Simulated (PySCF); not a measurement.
# CHN: excited-state relaxation, vibronic structure

Aim: compute the excited-state relaxation, vibronic structure of CHN (`C#N`).

Computed with PySCF 2.14.0 and routines of our own; the level stands in each step. Atoms count from 0.

## Step 1: The system as given

3 atoms, charge 0, multiplicity 1; geometry from: GFN2-xTB.

## Step 2: Optimising the geometry at BHandHLYP/6-31+G*

Job settings and geometry (Å):

```
{"job": {"xc": "BHandHLYP", "basis": "6-31+G*", "grid": 1, "kind": "geom"}, "charge": 0, "multiplicity": 1}
C     -0.022598    -0.001552    -0.003894
N      1.114763     0.020146    -0.010855
H     -1.080684    -0.021132     0.002196
```

Run with:

```console
> OMP_NUM_THREADS=1 python excited_run.py task.json out
```

The driver reads the jobs from task.json and runs them one after another.

The log of the run:

```text
step   0  E = -93.36842811  max force = 0.017308
step   1  E = -93.36854857  max force = 0.000526
step   2  E = -93.36854876  max force = 0.000033
optimisation converged
```

It took 1 s on 1 thread of Arm Neoverse V1, shared host; peak memory 0.23 GiB.

The steps of the relaxation:

```tsv
step	energy from step 0 (eV)	largest force component (eV/Å)
0	0.0000	0.8900
1	-0.0033	0.0270
2	-0.0033	0.0017
```

Close pairs (by a distance rule), those that changed most:

```tsv
bond	before (Å)	after (Å)	change (Å)
C0–N1	1.138	1.144	+0.006
C0–H2	1.058	1.063	+0.005
```

The final coordinates are the input of the step that follows.

```tsv
at the end point	value
point group (found at 0.08 Å tolerance)	Cinfv
rotational constants (GHz, main isotopes)	45.156, 45.156
dipole moment (D)	3.18
```

## Step 3: Excited-state relaxation: TDA BHandHLYP/6-31+G*

Job settings and geometry (Å):

```
{"job": {"kind": "xopt", "state": "S1", "method": "TDA", "freq": true, "xc": "BHandHLYP", "basis": "6-31+G*", "grid": 1}, "charge": 0, "multiplicity": 1}
C     -0.024807    -0.001565    -0.004737
N      1.118889     0.020533    -0.011813
H     -1.087690    -0.022108     0.001839
```

With the program's defaults for keys left out, this is: TDA BHandHLYP/6-31+G* excited-state geometry optimisation, gas phase.

The log of the run:

```text
final grid: 12776 points
cycle   1  E = -93.3295213558  dE =  1.464e-01  |g| = 3.653e-01  |ddm| = 1.717e+00
cycle   2  E = -93.2772642919  dE =  5.226e-02  |g| = 6.381e-01  |ddm| = 7.457e-01
cycle   3  E = -93.3683849286  dE = -9.112e-02  |g| = 2.175e-02  |ddm| = 4.351e-01
cycle   4  E = -93.3685423002  dE = -1.574e-04  |g| = 4.040e-03  |ddm| = 4.306e-02
cycle   5  E = -93.3685481514  dE = -5.851e-06  |g| = 1.439e-03  |ddm| = 9.341e-03
cycle   6  E = -93.3685487228  dE = -5.714e-07  |g| = 3.840e-04  |ddm| = 1.830e-03
cycle   7  E = -93.3685487583  dE = -3.552e-08  |g| = 2.996e-05  |ddm| = 6.517e-04
cycle   8  E = -93.3685487585  dE = -1.865e-10  |g| = 8.715e-07  |ddm| = 3.098e-05
converged SCF energy = -93.3685487585

vertical S1 at the ground-state geometry: 7.7586 eV
step    E(state)/Eh    max force   excitation/eV  root
  0     -93.09074266   0.278722     7.5472      1
  1     -93.12100709   0.046832     5.9732      1
  2     -93.12253684   0.017137     5.6984      1
  3     -93.12674854   0.036504     5.0670      1
  4     -93.13814698   0.037855     4.9321      1
  5     -93.14912837   0.019331     4.4299      1
  6     -93.13984016   0.065120     2.9352      1
  7     -93.14931567   0.032645     3.7125      1
  8     -93.14942406   0.031085     4.2632      1
  9     -93.15034472   0.011152     4.1344      1
 10     -93.15062729   0.004054     4.1890      1
 11     -93.15064486   0.001905     4.1122      1
 12     -93.15064850   0.000036     4.1338      1
optimisation converged
vertical emission 4.1338 eV, adiabatic 5.9294 eV, Stokes shift 3.6248 eV, reorganisation 1.8293 (excited) and 1.7956 eV (ground)
zero-point change -0.1181 eV, 0-0 energy 5.8112 eV
frequencies of the excited state (cm-1): 1021 1636 2937
```

Run time: 17 s. Hardware: 1 thread of Arm Neoverse V1, shared host; peak memory 0.25 GiB.

From this job:

```tsv
quantity	value
vertical absorption, S1	7.76 eV
adiabatic energy, S1	5.93 eV
vertical emission, S1	4.13 eV
Stokes shift, S1	3.62 eV
geometry moved (RMSD), S1	0.460 Å
```

Bonds of the start that changed most:

```tsv
bond	start (Å)	end (Å)
C0–N1	1.144	1.291
C0–H2	1.063	1.105
```

## Step 4: Excited-state relaxation: UKS BHandHLYP/6-31+G*

Job settings and geometry (Å):

```
{"job": {"kind": "xopt", "state": "T1", "method": "UKS", "freq": true, "xc": "BHandHLYP", "basis": "6-31+G*", "grid": 1}, "charge": 0, "multiplicity": 1}
C     -0.024807    -0.001565    -0.004737
N      1.118889     0.020533    -0.011813
H     -1.087690    -0.022108     0.001839
```

Level: UKS BHandHLYP/6-31+G* excited-state geometry optimisation, gas phase.

The log of the run:

```text
final grid: 12776 points
cycle   1  E = -93.3295213558  dE =  1.464e-01  |g| = 3.653e-01  |ddm| = 1.717e+00
cycle   2  E = -93.2772642919  dE =  5.226e-02  |g| = 6.381e-01  |ddm| = 7.457e-01
cycle   3  E = -93.3683849286  dE = -9.112e-02  |g| = 2.175e-02  |ddm| = 4.351e-01
cycle   4  E = -93.3685423002  dE = -1.574e-04  |g| = 4.040e-03  |ddm| = 4.306e-02
cycle   5  E = -93.3685481514  dE = -5.851e-06  |g| = 1.439e-03  |ddm| = 9.341e-03
cycle   6  E = -93.3685487228  dE = -5.714e-07  |g| = 3.840e-04  |ddm| = 1.830e-03
cycle   7  E = -93.3685487583  dE = -3.552e-08  |g| = 2.996e-05  |ddm| = 6.517e-04
cycle   8  E = -93.3685487585  dE = -1.865e-10  |g| = 8.715e-07  |ddm| = 3.098e-05
converged SCF energy = -93.3685487585

vertical T1 at the ground-state geometry: 6.5052 eV
step    E(state)/Eh    max force   <S^2>
  0     -93.13714053   0.288179    2.0071
  1     -93.17163210   0.043320    2.0070
  2     -93.18297836   0.049402    2.0050
  3     -93.20193328   0.027812    2.0037
  4     -93.17132033   0.065861    2.0055
  5     -93.20355032   0.031096    2.0043
  6     -93.20733858   0.009411    2.0040
  7     -93.20741728   0.003006    2.0039
  8     -93.20742505   0.000109    2.0039
optimisation converged
vertical emission 2.7611 eV, adiabatic 4.3844 eV, Stokes shift 3.7442 eV, reorganisation 2.1208 (excited) and 1.6233 eV (ground)
zero-point change -0.1008 eV, 0-0 energy 4.2836 eV
frequencies of the excited state (cm-1): 1088 1743 3043
```

Run time: 12 s. Hardware: 1 thread of Arm Neoverse V1, shared host; peak memory 0.25 GiB.

Key values:

```tsv
quantity	value
vertical gap at the ground-state geometry, T1	6.51 eV
adiabatic energy, T1	4.38 eV
vertical gap at the relaxed geometry, T1	2.76 eV
difference of the two gaps, T1	3.74 eV
geometry moved (RMSD), T1	0.460 Å
```

Bonds of the start that changed most:

```tsv
bond	start (Å)	end (Å)
C0–N1	1.144	1.275
C0–H2	1.063	1.098
```

## Step 5: Excited-state relaxation: TDA BHandHLYP/6-31+G*

Job settings and geometry (Å):

```
{"job": {"kind": "xopt", "state": "T1", "method": "TDA", "xc": "BHandHLYP", "basis": "6-31+G*", "grid": 1}, "charge": 0, "multiplicity": 1}
C     -0.024807    -0.001565    -0.004737
N      1.118889     0.020533    -0.011813
H     -1.087690    -0.022108     0.001839
```

With the program's defaults for keys left out, this is: TDA BHandHLYP/6-31+G* excited-state geometry optimisation, gas phase.

The log of the run:

```text
final grid: 12776 points
cycle   1  E = -93.3295213558  dE =  1.464e-01  |g| = 3.653e-01  |ddm| = 1.717e+00
cycle   2  E = -93.2772642919  dE =  5.226e-02  |g| = 6.381e-01  |ddm| = 7.457e-01
cycle   3  E = -93.3683849286  dE = -9.112e-02  |g| = 2.175e-02  |ddm| = 4.351e-01
cycle   4  E = -93.3685423002  dE = -1.574e-04  |g| = 4.040e-03  |ddm| = 4.306e-02
cycle   5  E = -93.3685481514  dE = -5.851e-06  |g| = 1.439e-03  |ddm| = 9.341e-03
cycle   6  E = -93.3685487228  dE = -5.714e-07  |g| = 3.840e-04  |ddm| = 1.830e-03
cycle   7  E = -93.3685487583  dE = -3.552e-08  |g| = 2.996e-05  |ddm| = 6.517e-04
cycle   8  E = -93.3685487585  dE = -1.865e-10  |g| = 8.715e-07  |ddm| = 3.098e-05
converged SCF energy = -93.3685487585

vertical T1 at the ground-state geometry: 6.1870 eV
step    E(state)/Eh    max force   excitation/eV  root
  0     -93.14870832   0.286695     5.9699      1
  1     -93.18022694   0.041013     4.3053      1
  2     -93.18153109   0.015743     4.0650      1
  3     -93.18465420   0.028592     3.5398      1
  4     -93.19254278   0.032975     3.4919      1
  5     -93.20373049   0.018045     3.0377      1
  6     -93.16781336   0.218371     3.8706      1
  7     -93.20313065   0.061939     3.2006      1
  8     -93.19946109   0.061608     2.2045      1
  9     -93.20463819   0.032219     2.5129      1
 10     -93.20652787   0.001468     2.8740      1
 11     -93.20645564   0.008834     2.9112      1
 12     -93.20653194   0.003677     2.8930      1
 13     -93.20654366   0.000084     2.8673      1
optimisation converged
vertical emission 2.8673 eV, adiabatic 4.4084 eV, Stokes shift 3.3197 eV, reorganisation 1.7786 (excited) and 1.5411 eV (ground)
```

It took 7.4 s on 1 thread of Arm Neoverse V1, shared host; peak memory 0.27 GiB.

In short:

```tsv
quantity	value
vertical gap at the ground-state geometry, T1	6.19 eV
adiabatic energy, T1	4.41 eV
vertical gap at the relaxed geometry, T1	2.87 eV
difference of the two gaps, T1	3.32 eV
geometry moved (RMSD), T1	0.440 Å
```

Bonds of the start that changed most:

```tsv
bond	start (Å)	end (Å)
C0–N1	1.144	1.272
C0–H2	1.063	1.096
```

## Step 6: Vibronic structure: TDA BHandHLYP/6-31+G*

Job settings and geometry (Å):

```
{"job": {"kind": "vib", "tda": true, "freq": true, "xc": "BHandHLYP", "basis": "6-31+G*", "grid": 1}, "charge": 0, "multiplicity": 1}
C     -0.024807    -0.001565    -0.004737
N      1.118889     0.020533    -0.011813
H     -1.087690    -0.022108     0.001839
```

With the program's defaults for keys left out, this is: TDA BHandHLYP/6-31+G* vertical-gradient vibronic structure (displaced harmonic oscillators, Condon), gas phase.

The log of the run:

```text
final grid: 12776 points
cycle   1  E = -93.3295213558  dE =  1.464e-01  |g| = 3.653e-01  |ddm| = 1.717e+00
cycle   2  E = -93.2772642919  dE =  5.226e-02  |g| = 6.381e-01  |ddm| = 7.457e-01
cycle   3  E = -93.3683849286  dE = -9.112e-02  |g| = 2.175e-02  |ddm| = 4.351e-01
cycle   4  E = -93.3685423002  dE = -1.574e-04  |g| = 4.040e-03  |ddm| = 4.306e-02
cycle   5  E = -93.3685481514  dE = -5.851e-06  |g| = 1.439e-03  |ddm| = 9.341e-03
cycle   6  E = -93.3685487228  dE = -5.714e-07  |g| = 3.840e-04  |ddm| = 1.830e-03
cycle   7  E = -93.3685487583  dE = -3.552e-08  |g| = 2.996e-05  |ddm| = 6.517e-04
cycle   8  E = -93.3685487585  dE = -1.865e-10  |g| = 8.715e-07  |ddm| = 3.098e-05
converged SCF energy = -93.3685487585

Singlet excitations (eV, f): 7.759 (0.0000)  8.111 (0.0000)  8.111 (0.0000)  9.800 (0.0264)  9.800 (0.0264)  9.948 (0.0336)

State S1  7.7586 eV  f = 0.00000  H->L+2 0.37, H-1->L+1 0.37, H-1->L+4 0.10
  relaxed dipole 2.346 D, largest gradient of the excitation energy 0.3202 Eh/bohr
  mode    cm-1        S   lambda/meV  Raman
    3   2313.1    3.0868     885.3   1.000
    4   3580.0    0.1603      71.1   0.124
  reorganisation energy 0.9564 eV, total S 3.247, 0-0 6.8022 eV
  absorption maximum 7.663 eV, width 1.160 eV

State S4  9.7996 eV  f = 0.02643  H-2->L+2 0.80, H-2->L+5 0.14
  relaxed dipole 0.694 D, largest gradient of the excitation energy 0.1528 Eh/bohr
  mode    cm-1        S   lambda/meV  Raman
    3   2313.1    0.7398     212.2   1.000
    4   3580.0    0.0255      11.3   0.083
  reorganisation energy 0.2235 eV, total S 0.765, 0-0 9.5761 eV
  absorption maximum 9.576 eV, width 0.320 eV

State S6  9.9484 eV  f = 0.03357  H->L 0.98
  relaxed dipole 5.132 D, largest gradient of the excitation energy 0.1306 Eh/bohr
  mode    cm-1        S   lambda/meV  Raman
    3   2313.1    0.6790     194.7   1.000
    4   3580.0    0.0147       6.5   0.052
  reorganisation energy 0.2012 eV, total S 0.694, 0-0 9.7472 eV
  absorption maximum 9.747 eV, width 0.318 eV

State T1  6.1870 eV  f = 0.00000  H-1->L+2 0.33, H->L+1 0.33, H->L+4 0.13
  relaxed dipole 2.494 D, largest gradient of the excitation energy 0.3293 Eh/bohr
  mode    cm-1        S   lambda/meV  Raman
    3   2313.1    3.2721     938.4   1.000
    4   3580.0    0.1681      74.6   0.123
  reorganisation energy 1.0131 eV, total S 3.440, 0-0 5.1739 eV
  absorption maximum 6.034 eV, width 1.159 eV
```

Wall time 0.89 s (1 thread of Arm Neoverse V1, shared host); peak memory 0.27 GiB.

## Step 7: Results

| quantity | value |
| --- | --- |
| point group | Cinfv |
| rotational constants (main isotopes) | 45.16, 45.16 GHz |
| vertical absorption, S1 (step 3, TDA BHandHLYP/6-31+G*) | 7.76 eV |
| adiabatic energy, S1 (step 3, TDA BHandHLYP/6-31+G*) | 5.93 eV |
| vertical emission, S1 (step 3, TDA BHandHLYP/6-31+G*) | 4.13 eV |
| Stokes shift, S1 (step 3, TDA BHandHLYP/6-31+G*) | 3.62 eV |
| vertical gap at the ground-state geometry, T1 (step 4, UKS BHandHLYP/6-31+G*) | 6.51 eV |
| adiabatic energy, T1 (step 4, UKS BHandHLYP/6-31+G*) | 4.38 eV |
| vertical gap at the relaxed geometry, T1 (step 4, UKS BHandHLYP/6-31+G*) | 2.76 eV |
| difference of the two gaps, T1 (step 4, UKS BHandHLYP/6-31+G*) | 3.74 eV |
| vertical gap at the ground-state geometry, T1 (step 5, TDA BHandHLYP/6-31+G*) | 6.19 eV |
| adiabatic energy, T1 (step 5, TDA BHandHLYP/6-31+G*) | 4.41 eV |
| vertical gap at the relaxed geometry, T1 (step 5, TDA BHandHLYP/6-31+G*) | 2.87 eV |
| difference of the two gaps, T1 (step 5, TDA BHandHLYP/6-31+G*) | 3.32 eV |
| S1: vertical, reorganisation, 0-0, total S (step 6, TDA BHandHLYP/6-31+G*, modes from BHandHLYP/6-31+G*) | 7.76, 0.96, 6.80 eV; 3.2 |
| S4: vertical, reorganisation, 0-0, total S (step 6, TDA BHandHLYP/6-31+G*, modes from BHandHLYP/6-31+G*) | 9.80, 0.22, 9.58 eV; 0.8 |
| S6: vertical, reorganisation, 0-0, total S (step 6, TDA BHandHLYP/6-31+G*, modes from BHandHLYP/6-31+G*) | 9.95, 0.20, 9.75 eV; 0.7 |

The optimisation took 2 steps and gained 0.003 eV; among the close pairs (by a distance rule), C0–N1 changed most, from 1.138 to 1.144 Å. In steps 3, 4, 5 the harmonic model is doubtful. In step 3 (excited-state relaxation), among the bonds C0–N1 changes most, from 1.144 to 1.291 Å. The atoms move far more than that, so angles or torsions carry the main change. In step 4 (excited-state relaxation), among the bonds C0–N1 changes most, from 1.144 to 1.275 Å. Where no frequencies were run, the relaxed excited state may be a saddle. In step 5 (excited-state relaxation), among the bonds C0–N1 changes most, from 1.144 to 1.272 Å. Some states lie very close; unless symmetry makes them partners, their order is unsure. The vibronic model keeps the ground-state modes and shifts them along the gradient alone, so it can miss much of the relaxation that a full optimisation finds. ΔSCF (UKS) and response values aren't on one footing and may follow different states, so their differences aren't method errors alone, and singlets and triplets from the two don't rank.
